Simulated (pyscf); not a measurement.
Concerted fragmentation: H₃C–O⁻ + ethanol (H₃C–CH₂–OH) → formaldehyde (H₂C=O) + ethane (H₃C–CH₃) + hydroxide (HO⁻)

Gas phase, singlet surface, charge -1. Bonds broken: C1–H3, C7–O8. Bonds formed: H3–C7. Structures and frequencies: ωB97X-D3(BJ)/def2-SVPD in PySCF.

Transition state (Å):

```xyz
14

C      0.7315     0.1977    -1.5503
O      1.5992     1.0251    -1.9806
H      0.3960     0.3925    -0.3316
H     -0.3188     0.2404    -1.9608
H      1.0250    -0.8831    -1.4112
C     -1.0798    -0.8020     0.8065
C     -0.1499     0.3774     0.9639
O     -0.7789     0.5797     2.9045
H     -0.8220    -1.5702     1.5462
H     -1.0322    -1.2424    -0.2038
H     -2.1096    -0.4839     1.0120
H     -0.5160     1.3928     0.8268
H      0.8439     0.2455     1.3870
H     -0.2820     1.3340     3.2396
```

One imaginary mode, 955i cm⁻¹; descent along it reached the two sides named, in the forms told below.

| bond | change | reactant side (Å) | saddle | product side |
|---|---|---|---|---|
| C1–H3 | breaks | 1.142 | 1.279 | 2.8 |
| C7–O8 | breaks | 1.445 | 2.050 | 3.3 |
| H3–C7 | forms | 3.1 | 1.406 | 1.107 |

Electronic energies relative to the separated reactants (kcal/mol):

| level | barrier | reaction energy | reverse barrier |
|---|---|---|---|
| ωB97X-D3(BJ)/def2-TZVPD | 39.7 | +11.8 | 27.9 |
| PBE/def2-TZVPD | 20.8 | +12.4 | 8.4 |
| r²SCAN/def2-TZVPD | 23.4 | +14.5 | 8.8 |
| B3LYP-D3(BJ)/def2-TZVPD | 28.7 | +10.2 | 18.5 |
| PBE0-D3(BJ)/def2-TZVPD | 31.6 | +16.1 | 15.5 |
| M06-2X/def2-TZVPD | 38.4 | +15.0 | 23.4 |
| ωB97M-D3(BJ)/def2-TZVPD | 37.9 | +10.6 | 27.2 |
| HF/def2-TZVPD | 62.0 | +8.6 | 53.4 |

With ωB97M-D3(BJ)/def2-TZVPD energies and thermal terms (ideal gas, 1 atm, RRHO with modes under 100 cm⁻¹ raised to 100, one conformer, R ln 2 for chiral ones without a mode under 150 cm⁻¹), in kcal/mol:

| T (K) | ΔH‡ | ΔG‡ | ΔH | ΔG |
|---|---|---|---|---|
| 298 | 35.9 | 45.2 | +8.5 | -0.2 |
| 600 | 37.1 | 54.1 | +8.8 | -9.2 |
| 900 | 38.3 | 62.4 | +8.4 | -18.2 |
| 1200 | 39.2 | 70.3 | +7.6 | -26.9 |

On the reactant side the descent ends in a complex (not fully relaxed), 5.7 kcal/mol under the separated species and 45.4 kcal/mol under the saddle at ωB97X-D3(BJ)/def2-TZVPD. On the product side the descent ends in a bound adduct (not fully relaxed), 12.9 kcal/mol under the separated species and 40.8 kcal/mol under the saddle at ωB97X-D3(BJ)/def2-TZVPD. One saddle was located; it need not be the lowest between these sides.
